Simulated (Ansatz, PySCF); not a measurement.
System: C2H3F, charge 0, singlet. C2H3F (fluoroethene, SMILES C=CF).
B3LYP-D3(BJ)/def2-TZVP minimum from Ansatz (a program for electronic structure):
```
C
C 1 1.3174
F 1 1.3475 2 122.16
H 2 1.0798 1 119.40 3 180.00
H 2 1.0810 4 119.01 1 180.00
H 1 1.0823 2 126.09 4 0.00
```

Wanted: enthalpy of formation at 298 K (by atomisation, with ideal-gas terms from PySCF's Hessian at B3LYP-D3(BJ)/def2-TZVP and the atoms' measured values of the G2/97 table; no spin-orbit terms), in kcal/mol. Open shells are spin-unrestricted; no spin-orbit coupling. CBS(X,Y): correlation extrapolated as X^-3, Hartree-Fock from the larger set (Q,5: extrapolated as (X+1)exp(-9√X)). A bracket is a step between two methods taken in the basis named. The functionals are non-relativistic, so their misses hold any scalar relativity. Double hybrids freeze cores in their MP2 part. '+ core + X2C': CCSD(T) terms for core correlation (cc-pwCVTZ) and scalar relativity (cc-pVTZ-DK). Where a partner has so few electrons that a lower coupled-cluster level is exact, that level stands in.

Measured: -34.1 kcal/mol, -142.5 kJ/mol (Active Thermochemical Tables 1.112 (ions: stationary electron), as tabulated in the package chemicals); atomic spin-orbit terms, which the calculations lack, would raise the computed values.

Question: What does PBE/def2-TZVPD (Ansatz) give here, and how do the other levels compare?

Answer: PBE gives -50.4 kcal/mol, 16.3 kcal/mol below it. Errors of the others: B3LYP/def2-TZVPD (Ansatz) 1.8; wB97M-V/def2-TZVPD (Ansatz) -0.6; B2PLYP/def2-TZVPD (Ansatz) 5.7; CCSD(T)/CBS(cc-pVQZ,cc-pV5Z) + core + X2C (Ansatz) -0.2; CCSD(T)/CBS(cc-pVQZ,cc-pV5Z) + [CCSDT(Q) - CCSD(T)]/cc-pVDZ + core + X2C (Ansatz) -0.8 kcal/mol. Nearer than PBE: B3LYP/def2-TZVPD, wB97M-V/def2-TZVPD, B2PLYP/def2-TZVPD, CCSD(T)/CBS(cc-pVQZ,cc-pV5Z) + core + X2C, CCSD(T)/CBS(cc-pVQZ,cc-pV5Z) + [CCSDT(Q) - CCSD(T)]/cc-pVDZ + core + X2C.
